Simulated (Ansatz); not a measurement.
Predict the output of the script below (Ansatz 0.2.0 through its Python package).

The script reads `ch4bn.xyz`:
```text
7

B    -0.86000    0.30470   -0.60150
C     0.32140    0.09440    0.30910
N     0.84890   -1.05560    0.32220
H    -1.26120   -0.50840   -1.29500
H    -1.41750    1.40710   -0.65330
H     0.70690    0.92010    0.92650
H     1.72280   -1.23020    0.94620
```

The script, `composite.py`:
```python
# -*- coding: utf-8 -*-
'''Relax CH4BN cheaply, then refine its energy.'''

import itertools

import ansatz as az
from ase.data import atomic_numbers, covalent_radii
import numpy as np

ch4bn = az.Crystal.molecule_from_extxyz('ch4bn.xyz')

calculation = (
    ch4bn.calculation()
    .basis(gaussian='def2-SVP')
    .functional('r2SCAN')
)
symbols = [site.symbol for site in ch4bn.cartesian_sites]
start = np.array([site.position_ang for site in ch4bn.cartesian_sites], dtype=float)
report = calculation.relax(force_tolerance=0.01).run().report
end = np.array(report['positions_ang'])
# pairs closer than 1.2 times the sum of covalent radii, before or after
radius = [covalent_radii[atomic_numbers[s]] for s in symbols]
span = lambda where, i, j: np.linalg.norm(where[i] - where[j])
bonded = [(i, j) for i, j in itertools.combinations(range(len(symbols)), 2) if min(span(start, i, j), span(end, i, j)) < 1.2 * (radius[i] + radius[j])]
print('pair        before    after (A)')
for i, j in bonded:
    print(f'{symbols[i]}{i}-{symbols[j]}{j}'.ljust(10), f'{span(start, i, j):8.4f} {span(end, i, j):8.4f}')
for first, second in list(itertools.combinations(bonded, 2)):
    shared = set(first) & set(second)
    if shared and symbols[(j := shared.pop())] != 'H':
        i, k = sorted((set(first) | set(second)) - {j})
        u, v = end[i] - end[j], end[k] - end[j]
        angle = np.degrees(np.arccos(np.clip(u @ v / np.linalg.norm(u) / np.linalg.norm(v), -1, 1)))
        print(f'final angle {symbols[i]}{i}-{symbols[j]}{j}-{symbols[k]}{k}: {angle:.2f} deg')

minimum = az.Crystal.molecule()
for symbol, place in zip(symbols, end):
    minimum = minimum.atom(symbol, place.tolist())
at_minimum = minimum.calculation()
# MP2 extrapolated to the basis limit, plus the small-basis difference CCSD(T) - MP2
level = lambda method, basis: at_minimum.basis(gaussian=basis).correlation(method).run().report
small, large, cluster = level('mp2', 'cc-pVDZ'), level('mp2', 'cc-pVTZ'), level('ccsd_t', 'cc-pVDZ')
corr = lambda each: (each['free_energy_ev'] - each['reference_energy_ev']) / 27.211386246
mp2_limit = (27 * corr(large) - 8 * corr(small)) / 19
pieces = {'HF / cc-pVTZ': large['reference_energy_ev'] / 27.211386246, 'MP2 correlation, DZ-TZ limit': mp2_limit, 'CCSD(T) - MP2 / cc-pVDZ': corr(cluster) - corr(small)}
for name, value in pieces.items():
    print(f'{name:32s} {value:14.6f} Ha')
print(f'{"sum":32s} {sum(pieces.values()):14.6f} Ha')
print('T1 diagnostic', round(cluster['correlation']['coupled_cluster']['t1_diagnostic'], 4))
```

```console
$ python composite.py
pair        before    after (A)
B0-C1        1.5064   1.5718
B0-H3        1.1415   1.2043
B0-H4        1.2364   1.2082
C1-N2        1.2653   1.2881
C1-H5        1.1007   1.1124
N2-H6        1.0879   1.0322
final angle C1-B0-H3: 118.61 deg
final angle C1-B0-H4: 120.62 deg
final angle B0-C1-N2: 118.59 deg
final angle B0-C1-H5: 120.27 deg
final angle H3-B0-H4: 120.77 deg
final angle N2-C1-H5: 121.14 deg
final angle C1-N2-H6: 110.31 deg
HF / cc-pVTZ                        -119.319367 Ha
MP2 correlation, DZ-TZ limit          -0.498854 Ha
CCSD(T) - MP2 / cc-pVDZ               -0.049929 Ha
sum                                 -119.868150 Ha
T1 diagnostic 0.011
```

Caveats:
- Total energies depend on the basis set; only differences at equal settings carry meaning.
- The sum leaves out core correlation, relativity, the Hartree-Fock basis error and zero-point energy; a DZ-TZ extrapolation is rough.
- Inner cores stay frozen, so this is valence correlation.
- An extrapolation from small basis sets is rough.
- Hardware and time: 25 s on 1 thread of Intel(R) Xeon(R) Platinum 8488C (Sapphire Rapids), on a shared host, peak memory 0.28 GiB.
